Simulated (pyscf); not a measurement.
PySCF, gas phase, ωB97X-D3(BJ)/def2-SVP geometries. MP2 and CC: frozen core, UHF for open shells. ΔMP2 is the change of the MP2 total energy from the triple- to the quadruple-zeta basis. Singlets are restricted, triplets unrestricted.

Singlet (Å):
```xyz
3

Si     0.7480     1.3208     0.2042
H      1.4209     0.6163    -0.9728
H     -0.0811     0.0817     0.5384
```

Triplet (Å):
```xyz
3

Si     0.7546    -0.1655    -0.3094
H      1.7795     0.9118    -0.4352
H      0.3997    -0.6590     1.0536
```

### Question
For these two minima of SiH₂ (SMILES [SiH2]), which spin state lies lower at CCSD(T)/def2-TZVPP + ΔMP2(QZVPP), and by how much (electronic energies)?

### Answer
The singlet, by 20.8 kcal/mol. Zero-point energy shifts E(triplet) − E(singlet) by +0.2 kcal/mol. 

E(triplet) − E(singlet) by level (kcal/mol):

```tsv
level	gap
ωB97X-D3(BJ)/def2-TZVP	+21.9
PBE/def2-TZVP	+16.2
r²SCAN/def2-TZVP	+10.8
B3LYP-D3(BJ)/def2-TZVP	+20.6
PBE0-D3(BJ)/def2-TZVP	+15.0
M06-2X/def2-TZVP	+19.1
ωB97M-D3(BJ)/def2-TZVP	+24.5
HF/def2-TZVP	+4.2
MP2/def2-QZVPP	+17.1
CCSD/def2-TZVPP	+19.7
CCSD(T)/def2-TZVPP	+20.0
CCSD(T)/def2-TZVPP + ΔMP2(QZVPP)	+20.8
```

The triplet is the lowest one reached from the SCF start used. The CCSD(T) − MP2 part came from Ansatz, without density fitting, on the same reference.
